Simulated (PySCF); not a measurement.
**SiO2: a search over shapes**

Aim: find the stationary points of SiO2 from linear and bent starts in the singlet state, tell minima from saddle points, and describe the lowest.

The runs use PySCF 2.14.0; PBE0, basis Si def2-TZVP, O def2-TZVP, no relativity, density fitting.

**1. Starting geometry**

3 atoms, charge 0, spin multiplicity 1.

Bond lengths: Si1–O2 1.640 Å, Si1–O3 1.640 Å. Angles: O2–Si1–O3 180.0°.

Coordinates in bohr (charge 0 multiplicity 1):
```
Si    0.0000    0.0000    0.0000
O     0.0000    0.0000    3.0992
O     0.0000    0.0000   -3.0992
```

**2. Linear start, singlet: relaxation**

The steps below are one call of a driver around PySCF. For each, scf.py gives the equivalent set-up of the SCF; relaxations use the driver's own optimiser. Before each start the driver seeks the lowest SCF state from one or more starting densities and follows internal instabilities, so scf.py alone need not reach the same state.

The program finds D∞h symmetry in the start, which this walk keeps. The walk stops when the largest gradient is under 0.0003 Eh/bohr and the energy has settled too.

The input, scf.py:

```python
from pyscf import gto, scf, dft
mol = gto.M(atom='''
Si     0.000000     0.000000     0.000000
O      0.000000     0.000000     1.640000
O      0.000000     0.000000    -1.640000''',
    basis={'Si': 'def2-TZVP', 'O': 'def2-TZVP'},
    charge=0, spin=0)
mf = dft.RKS(mol, xc='PBE0')
mf.grids.atom_grid = (50, 194)
aux = {'Si': 'def2-universal-JKFIT', 'O': 'def2-universal-JKFIT'}
mf = mf.density_fit(auxbasis=aux)
mf.kernel()
```

Steps of the walk:

| step | energy (Eh) | change (kJ/mol) | largest symmetric gradient (Eh/bohr) |
| --- | --- | --- | --- |
| 0 | -439.708600 | 0.00 | 0.10717 |
| 1 | -439.737842 | -76.77 | 0.03442 |
| 2 | -439.739250 | -80.47 | 0.01337 |
| 3 | -439.739548 | -81.25 | 0.00108 |
| 4 | -439.739550 | -81.26 | 0.00004 |

The walk ran for 2.6 s (4 threads, shared host).

After 4 steps and 81.3 kJ/mol it ends at D∞h: Si–O 1.506 Å (×2); O–Si–O 180.0°.

**3. Is it a minimum? Harmonic modes**

On the finer grid the gradient is checked again; gradients at displacements of ±0.01 bohr then give force constants and infrared intensities.

scf.py, as its differences from that of step 2:

```diff
@@ -4,2 +4,2 @@
-O      0.000000     0.000000     1.640000
-O      0.000000     0.000000    -1.640000''',
+O     -0.000000     0.000000     1.506000
+O      0.000000     0.000000    -1.506000''',
@@ -9 +9 @@
-mf.grids.atom_grid = (50, 194)
+mf.grids.atom_grid = (75, 302)
```

The driver hands on the density of the step before, so the log starts near convergence.

Log of the central SCF (cycles and frontier levels):

```text
init E= -439.739570628043
  HOMO = -0.365696626250731  LUMO = -0.127061381167657  gap/eV = 6.49360
cycle= 1 E= -439.739570628  delta_E= 4.27e-11  |g|= 1.57e-05  |ddm|= 9.54e-06
  HOMO = -0.365696865909835  LUMO = -0.127061422879713  gap/eV = 6.49360
cycle= 2 E= -439.739570627695  delta_E= 3.05e-10  |g|= 4.25e-05  |ddm|= 2.58e-05
  HOMO = -0.365696725901478  LUMO = -0.127061398289342  gap/eV = 6.49360
cycle= 3 E= -439.73957062805  delta_E= -3.55e-10  |g|= 3.52e-07  |ddm|= 1.89e-05
  HOMO = -0.365696696913253  LUMO = -0.127061393295961  gap/eV = 6.49360
cycle= 4 E= -439.739570628048  delta_E= 1.48e-12  |g|= 7.2e-08  |ddm|= 2e-07
  HOMO = -0.365696712682791  LUMO = -0.127061396104736  gap/eV = 6.49360
Extra cycle  E= -439.73957062805  delta_E= -2.39e-12  |g|= 1.48e-07  |ddm|= 1.02e-07
converged SCF energy = -439.73957062805
```

The whole step took 5.2 s.

Geometry: D∞h; Si–O 1.506 Å (×2); O–Si–O 180.0°.

Harmonic modes (main isotopes):

```csv
symmetry,ω (cm⁻¹),IR (km/mol),μ (u),type
πu,299,167,20.73,bend
σg+,1015,0.0,15.99,stretch
σu+,1471,94.8,20.73,stretch
```

No imaginary mode, so this is a minimum.

Constants and moments:

```
Dipole moment                                                   : 0.00 D
Highest occupied level                                          : -9.95 eV
Lowest empty level                                              : -3.46 eV
Rotational constants                                            : 0.2323 cm⁻¹
Zero-point energy                                               : 18.5 kJ/mol
Principal polarisabilities                                      : 21.7, 21.7, 36.1 bohr³
Atomisation energy without zero-point energy                    : 1189 kJ/mol
Principal traceless quadrupole moments about the centre of mass : -12.02, 6.01, 6.01 D Å
Entropy at 298.15 K and 1 bar                                   : 231.3 J/(mol K)
Heat capacity Cp at 298.15 K                                    : 45.0 J/(mol K)
Enthalpy at 298.15 K above 0 K                                  : 10.99 kJ/mol
Rotational symmetry number                                      : 2
```

Charges (e) and bond orders:

```
atom  Mulliken  Löwdin  polar tensor  Mayer order to Si1
 Si1      0.85    0.31          1.15                   –
O2,3     -0.43   -0.16         -0.58                2.17
```

Outer orbital energies (eV). occupied: -27.89, -27.20, -13.25, -11.28, -11.00, -11.00, -9.95, -9.95; empty: -3.46, -0.64, -0.64, 3.14.

Mulliken populations on Si1: s 4.93, p 7.56, d 0.57, f 0.09.

**4. Relaxation: bent start, singlet**

The program finds C2v symmetry in the start, which this walk keeps. Threshold on the gradient: 0.0003 Eh/bohr, with a further test on the energy change.

scf.py, as its differences from that of step 3:

```diff
@@ -3,3 +3,3 @@
-Si     0.000000     0.000000     0.000000
-O     -0.000000     0.000000     1.506000
-O      0.000000     0.000000    -1.506000''',
+Si     0.000000     0.000000    -0.501825
+O      1.343400    -0.000000     0.438875
+O     -1.343400     0.000000     0.438875''',
@@ -9 +9 @@
-mf.grids.atom_grid = (75, 302)
+mf.grids.atom_grid = (50, 194)
```

The optimiser's trace:

| step | energy (Eh) | change (kJ/mol) | largest symmetric gradient (Eh/bohr) |
| --- | --- | --- | --- |
| 0 | -439.641783 | 0.00 | 0.14880 |
| 1 | -439.702278 | -158.83 | 0.06930 |
| 2 | -439.727252 | -224.40 | 0.04409 |
| 3 | -439.737787 | -252.06 | 0.02331 |
| 4 | -439.739335 | -256.12 | 0.00421 |
| 5 | -439.739536 | -256.65 | 0.00282 |
| 6 | -439.739548 | -256.68 | 0.00084 |
| 7 | -439.739550 | -256.69 | 0.00004 |

The walk took 4.9 s.

Geometry (Å) and forces (eV/Å) at some steps:

```
step 0
Si   0.000   0.000  -0.502   0.000   0.000   7.652
O    1.343   0.000   0.439  -1.695   0.000  -3.826
O   -1.343   0.000   0.439   1.695   0.000  -3.826
step 1
Si   0.000   0.000  -0.290   0.000   0.000   3.564
O    1.405   0.000   0.333  -0.094   0.000  -1.782
O   -1.405   0.000   0.333   0.094   0.000  -1.782
step 4
Si   0.000   0.000   0.094   0.000   0.000   0.216
O    1.502   0.000   0.141   0.193   0.000  -0.108
O   -1.502   0.000   0.141  -0.193   0.000  -0.108
step 7
Si   0.000   0.000   0.125   0.000   0.000   0.002
O    1.506   0.000   0.125   0.000   0.000  -0.001
O   -1.506   0.000   0.125   0.000   0.000  -0.001
```

End point (D∞h, 7 steps, 256.7 kJ/mol gained): Si–O 1.506 Å (×2); O–Si–O 180.0°.

**5. What came out**

| quantity | value |
| --- | --- |
| lowest minimum | singlet, D∞h |
| geometry | Si–O 1.506 Å (×2); O–Si–O 180.0° |
| wavenumbers (cm⁻¹) | 299 (πu), 1015 (σg+), 1471 (σu+) |
| dipole moment | 0.00 D |
| highest occupied, lowest empty level | -9.95, -3.46 eV |
| polar-tensor charge of Si1 | +1.15 e |
| zero-point energy | 18.5 kJ/mol |
| entropy at 298.15 K | 231.3 J/(mol K) |
| atomisation energy (no zero-point energy) | 1189 kJ/mol |

What this shows: The lowest minimum found is the singlet of D∞h symmetry. The strongest infrared band lies at 299 cm⁻¹ (πu, bend). Si1 has a polar-tensor charge of +1.2 e (a dipole derivative, not a static charge), yet symmetry cancels the bond dipoles. A search over typed starts can miss a lower isomer.

The search up to here took 14 s.
